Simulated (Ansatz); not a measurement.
Reaction (SMILES): [SiH4] (SiH4) → [SiH3] (SiH3) + H atom
B3LYP-D3(BJ)/def2-TZVP geometries, fixed; electronic energies without zero-point terms.

Energies in hartree at MP2 with Ansatz (a quantum-chemistry and plane-wave program); the bond dissociation energy is their sum with the coefficients shown, times 627.509 kcal/mol a hartree. All functions are spherical. Cores are frozen. Open shells are unrestricted. No added dispersion term, no relativity.

```tsv
species	coefficient	part	cc-pV(D+d)Z	cc-pV(T+d)Z	cc-pV(Q+d)Z
[SiH4] (SiH4)	-1	Hartree-Fock	-291.25001	-291.26356	-291.26757
[SiH4] (SiH4)	-1	correlation	-0.11620	-0.14301	-0.15283
[SiH3] (SiH3)	+1	Hartree-Fock	-290.63026	-290.64257	-290.64619
[SiH3] (SiH3)	+1	correlation	-0.09428	-0.11633	-0.12437
H atom	+1	Hartree-Fock	-0.49928	-0.49981	-0.49995
```

Q: Predict the bond dissociation energy in cc-pV(5+d)Z (X = 5): let each Hartree-Fock step shrink by the ratio of the last two, and fit each correlation energy at X = 3 and 4 to E + A/X^3. Compare with the run.

A: 
- [SiH4] (SiH4): steps -0.01355 and -0.00401, ratio 0.296, so Hartree-Fock -291.26876 (run: -291.26831); A = (-0.14301 - (-0.15283))/(1/27 - 1/64) = 0.4586, correlation -0.15283 - A/64 + A/125 = -0.15633 (run: -0.15652).
- [SiH3] (SiH3): steps -0.01231 and -0.00362, ratio 0.294, so Hartree-Fock -290.64725 (run: -290.64685); A = (-0.11633 - (-0.12437))/(1/27 - 1/64) = 0.3755, correlation -0.12437 - A/64 + A/125 = -0.12723 (run: -0.12750).
- H atom: steps -0.00053 and -0.00014, ratio 0.264, so Hartree-Fock -0.49999 (run: -0.49999).
Predicted 94.52 kcal/mol; the run in cc-pV(5+d)Z gives 94.43, a miss of 0.08. Keeping the value in cc-pV(Q+d)Z, 94.06, would miss by -0.38. All sums are of the energies as printed.
